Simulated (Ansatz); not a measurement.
Basis-set extrapolation for C₅H₈ (`C=CCC=C`) (PBE0-D4/def2-TZVP geometry, frozen core, Ansatz). Multiplicity 1, RHF reference.

```
                      def2-TZVPP   def2-QZVPP
                 HF  -194.025777  -194.034627
    MP2 correlation    -0.820994    -0.872826
CCSD(T) correlation    -0.906734      not run
```

Energies in hartree. Use E(X) = E(∞) + A·exp(−7.88·√X) for Hartree–Fock and E(X) = E(∞) + B·X^(−2.97) for correlation, with X = 3 and 4, and add CCSD(T) minus MP2 of the smaller set to the MP2 limit.

Task: What is the CCSD(T) energy at the basis-set limit?

Result: HF limit: -194.034627 + (-0.008850) × 0.13774 = -194.03585. MP2 limit: -0.872826 + (-0.051832) × 0.74074 = -0.91122. Higher-order term: -0.906734 − (-0.820994) = -0.08574. Total: -195.03281 hartree, 263.3 kJ/mol below CCSD(T)/def2-TZVPP.
